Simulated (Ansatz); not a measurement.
input.yaml

```yaml
crystal:
  periodic: [false, false, false]
  atoms:
    - { symbol: C, position_ang: [-0.9179, 0.61688, -1.090472] }
    - { symbol: Si, position_ang: [0.561701, 0.199966, -0.062023] }
    - { symbol: "N", position_ang: [0.138785, -1.018371, 1.097722] }
    - { symbol: H, position_ang: [-1.675262, -0.134215, -1.343238] }
    - { symbol: H, position_ang: [-1.082575, 1.608134, -1.527499] }
    - { symbol: H, position_ang: [1.093015, 1.491792, 0.496054] }
    - { symbol: H, position_ang: [1.667193, -0.401386, -0.878386] }
    - { symbol: H, position_ang: [0.877132, -1.586302, 1.498098] }
    - { symbol: H, position_ang: [-0.573589, -0.822798, 1.792744] }
magnetization:
  spin_polarized: true
  initial_magnetization: 1
basis:
  gaussian: { orbitals: def2-SVP }
hamiltonian:
  xc: pbe0
neb:
  order_check: false
  images: 7
  f_tol: 0.05
  max_iterations: 60
  initial_path: idpp
  final_atoms:
    - { symbol: C, position_ang: [-0.89350801, 0.56426262, -1.10751234] }
    - { symbol: Si, position_ang: [0.5857244, 0.24448728, -0.03049548] }
    - { symbol: "N", position_ang: [0.33736326, -0.85853651, 1.28389047] }
    - { symbol: H, position_ang: [-1.57788832, -0.23258913, -1.42370156] }
    - { symbol: H, position_ang: [-1.14407613, 1.55685689, -1.50072011] }
    - { symbol: H, position_ang: [1.03384117, 1.56727271, 0.50609101] }
    - { symbol: H, position_ang: [1.68946998, -0.35931046, -0.84557204] }
    - { symbol: H, position_ang: [0.43464005, -1.85403997, 1.12172395] }
    - { symbol: H, position_ang: [-0.37706641, -0.67470343, 1.9792961] }
```

Run as:

```bash
$ ansatz run input.yaml --threads 2 --pin off --max-ram 3072MiB --backend cpu --events-out ev --progress --plain --runs-dir out
```

Hardware: 2 threads of Arm Neoverse V2, on a shared host.

**Question.** Roughly how long does this run take, and how much memory?

**Answer.** 78 s, with a peak of 0.18 GiB, for 6 band iterations.
